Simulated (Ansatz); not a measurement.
hcp Zn, treated with r²SCAN-D4 (Ansatz, a program for electronic structure, plane waves, PAW).

Settings: plane-wave cutoff 500 eV, 36×36×16 k mesh (along the axes of the cell as run), Fermi–Dirac smearing 0.1 eV, scalar-relativistic PAW data made under PBE.

Computed at the level's own relaxed cell.

Question: Estimate the equilibrium volume per atom, lattice constant a and c axis length that the calculation returns.

Answer: 
equilibrium volume per atom: 14.19 Å³/atom
lattice constant a: 2.607 Å
c axis length: 4.824 Å

Measured, for comparison: lattice constant a 2.665 Å (293 K, no zero-point or thermal correction, our sources range from 2.660 to 2.665; as tabulated in Wikipedia's data pages); lattice parameter c 4.946 Å (293 K, no zero-point or thermal correction; as tabulated in Wikipedia's data pages). Computed (rounded) less measured: lattice constant a -2.2 % (-2.0 % to -2.2 % over the range), lattice parameter c -2.5 %.

Computed values are for the static lattice.
